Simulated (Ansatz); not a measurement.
# NO2F (nitryl fluoride) at 6 levels

Wanted: a comparison of 6 runs (HSE06/STO-3G, r2SCAN0/STO-3G, RPA@PBE/STO-3G, BCCD(T)/STO-3G, CCSDT(Q)/STO-3G, FCI/STO-3G) of NO2F (nitryl fluoride). 

The calculation is run with Ansatz 0.2.0.

69 further runs of the same task are left out: 10 that didn't finish, 59 set aside as unsound or not needed.

## Step 1: The molecule

NO2F has 4 atoms, charge 0, and is taken as a singlet. As SMILES, `O=[N+]([O-])F`. The N2–O1 distance was set to 1.462 Å, away from the relaxed value.

Bond lengths: O1–N2 1.462 Å, N2–O3 1.170 Å, N2–F4 1.442 Å. Angles: O1–N2–O3 135.6°, O1–N2–F4 112.2°, O3–N2–F4 112.2°.

## Step 2: The energy at HSE06/STO-3G (run 1)

File run.yaml:

```yaml
crystal:
  periodic: [false, false, false]
  atoms:
    - {symbol: O, position_ang: [0.215436, 0.605382, 1.378065]}
    - {symbol: "N", position_ang: [0.079720, -0.071800, 0.089140]}
    - {symbol: O, position_ang: [0.476580, -1.068680, -0.376880]}
    - {symbol: F, position_ang: [-0.744590, 0.670550, -0.832510]}
basis:
  gaussian:
    orbitals: STO-3G
total_charge: 0
hamiltonian:
  xc: {name: HSE06}
accuracy: high
```

Launch:

```console
$ ansatz run run.yaml --threads 1 --pin off --max-ram 3480MiB --events-out events.jsonl --progress --plain --runs-dir runs
```

Log:

```text
Warning: RAYON_NUM_THREADS=1 ignored (pool sized by the plan → 1); use --threads N
Functional definition: HSE06
  name "HSE06"
  parameter a = 0.25
  parameter omega = 0.11/bohr
  exchange = pbe_x - a*pbe_x_sr(omega) + a*exact_x_sr(omega)
  correlation = pbe_c
367 factors; integrals over basis functions are off by at most 4.8e-8 eV
48 factors; integrals over basis functions are off by at most 3.1e-10 eV
mean field evaluation 1: about -8164.8061 eV, gradient 5.1e1 eV
mean field evaluation 2: about -8045.5808 eV, gradient 1.7e2 eV
mean field evaluation 4: about -8172.0773 eV, gradient 8.1e0 eV
mean field evaluation 8: about -8172.3277 eV, gradient 2.1e-1 eV
mean field evaluation 16: about -8172.3464 eV, gradient 3.7e-5 eV
mean field -8172.34636262 eV, -300.3281894108 hartree, gradient 6.7e-8 eV, S^2 0.000000; 0 other end points of the search recorded, 0 dependent functions left out
reference -8172.34636337 eV, -300.3281894385 hartree; 16, 16 occupied and 4, 4 virtual orbitals, 367 factors
Total energy: -8172.34636337 eV, -300.3281894385 hartree
```

Wall time 1.5 s (1 thread of Arm Neoverse V1, shared host); peak memory 0.092 GiB.

## Step 3: The energy at r2SCAN0/STO-3G (run 2)

File molecule.yaml:

```yaml
crystal:
  periodic: [false, false, false]
  atoms:
    - {symbol: O, position_ang: [0.215436, 0.605382, 1.378065]}
    - {symbol: N, position_ang: [0.079720, -0.071800, 0.089140]}
    - {symbol: O, position_ang: [0.476580, -1.068680, -0.376880]}
    - {symbol: F, position_ang: [-0.744590, 0.670550, -0.832510]}
basis:
  gaussian: {orbitals: STO-3G}
hamiltonian: {xc: {name: r2SCAN0}}
accuracy: high
```

Launch:

```console
$ ansatz run molecule.yaml --threads 1 --pin off --max-ram 3480MiB --events-out events.jsonl --progress --plain --runs-dir runs
```

Log:

```text
Warning: RAYON_NUM_THREADS=1 ignored (pool sized by the plan → 1); use --threads N
Functional definition: r2SCAN0
  name "r2SCAN0"
[... 1 set-up line as earlier in the session ...]
  parameter k0 = 0.174
  parameter k1 = 0.065
  parameter a1 = 4.9479
  exchange = (1 - a)*r2scan_x(k0 = k0, k1 = k1, a1 = a1) + a*exact_x
  correlation = r2scan_c
367 factors; integrals over basis functions are off by at most 4.8e-8 eV
mean field evaluation 1: about -8168.4830 eV, gradient 5.2e1 eV
mean field evaluation 2: about -8079.0566 eV, gradient 1.7e2 eV
mean field evaluation 4: about -8175.5751 eV, gradient 1.6e1 eV
mean field evaluation 8: about -8176.3764 eV, gradient 1.2e-1 eV
mean field evaluation 16: about -8176.3819 eV, gradient 1.0e-5 eV
mean field -8176.38190866 eV, -300.4764929926 hartree, gradient 7.5e-8 eV, S^2 0.000000; 0 other end points of the search recorded, 0 dependent functions left out
reference -8176.38190875 eV, -300.4764929958 hartree; 16, 16 occupied and 4, 4 virtual orbitals, 367 factors
Total energy: -8176.38190875 eV, -300.4764929958 hartree
```

It took 2.8 s on 1 thread of Arm Neoverse V1, shared host; peak memory 0.13 GiB.

Runs 3 to 5 aren't shown in full; the table further down has their settings and results.

## Step 4: The energy at FCI/STO-3G (run 6)

File in.yaml:

```yaml
basis:
  gaussian:
    orbitals: STO-3G
crystal:
  periodic: [false, false, false]
  atoms:
    - {symbol: O, position_ang: [0.215436, 0.605382, 1.378065]}
    - {symbol: "N", position_ang: [0.079720, -0.071800, 0.089140]}
    - {symbol: O, position_ang: [0.476580, -1.068680, -0.376880]}
    - {symbol: F, position_ang: [-0.744590, 0.670550, -0.832510]}
correlation:
  method: fci
  frozen_orbitals: {F: 1, "N": 1, O: 1}
accuracy: high
```

Launch:

```console
$ ansatz run in.yaml --threads 1 --pin off --max-ram 3480MiB --events-out events.jsonl --progress --plain --runs-dir runs
```

Log (excerpt; [...] marks lines left out):

```text
Warning: RAYON_NUM_THREADS=1 ignored (pool sized by the plan → 1); use --threads N
Functional definition: HF
  name "HF"
[...]
367 factors; integrals over basis functions are off by at most 4.8e-8 eV
[...]
mean field -8142.61582273 eV, -299.2356122220 hartree, gradient 3.3e-8 eV, S^2 0.000000; 0 other end points of the search recorded, 0 dependent functions left out; unrestricted orbitals would lower it
[...]
unrestricted determinant -8144.19274497 eV, -299.2935630454 hartree, S^2 0.9249
4 core orbitals not correlated: weight in the atoms' cores, before any rotation towards them, 1.000 or more for the frozen orbitals, at most 0.000 for the correlated occupied ones
reference -8142.61582273 eV, -299.2356122220 hartree; 12, 12 occupied and 4, 4 virtual orbitals, 367 factors
state -8150.10126261 eV, -299.5106970640 hartree
Total energy: -8150.10126261 eV, -299.5106970640 hartree
```

Wall time 21 s (1 thread of Arm Neoverse V1, shared host); peak memory 0.31 GiB.

## Step 5: All runs side by side

```csv
run,level,frozen core orbitals,energy (Eh),wall time
1,HSE06/STO-3G,–,-300.328189,1.5 s
2,r2SCAN0/STO-3G,–,-300.476493,2.8 s
3,RPA@PBE/STO-3G,4,-299.611494,1.8 s
4,BCCD(T)/STO-3G,4,-299.504645,0.32 s
5,CCSDT(Q)/STO-3G,4,-299.511439,0.83 s
6,FCI/STO-3G,4,-299.510697,21 s
```

## Step 6: Results

| quantity | value |
| --- | --- |
| run 6: total energy | -299.51070 Eh |
| run 6: correlation energy (4 core orbitals frozen) | -275.1 mEh |

In words: Against full CI in this basis: BCCD(T) +6.1 mEh; CCSDT(Q) -0.7 mEh. Totals of different functionals can't be ranked against each other. In runs 4, 5 the log says that unrestricted orbitals would lower the reference, so the values rest on an unstable closed-shell determinant (other closed-shell runs at this shape may share the fault). In runs 1, 2, 3, 4, 5, 6 the basis is minimal, so the values are rough. All runs together took 28 s, the longest 21 s.
